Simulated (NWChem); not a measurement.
Species: difluoromethane (CH2F2); SMILES FCF

Computed with NWChem. Geometry: optimised at PBE0-D3(BJ)/def2-TZVP. Ions are spin-unrestricted doublets at the neutral geometry; other ion states weren't tried.

Task: Estimate the computed values for BHandHLYP/def2-SVPD. Quantities: vertical ionisation energy, ΔSCF (eV); −ε(HOMO) (eV).

Result: The vertical ionisation energy, ΔSCF (eV) comes out as 13.58 and the −ε(HOMO) (eV) is 11.89.
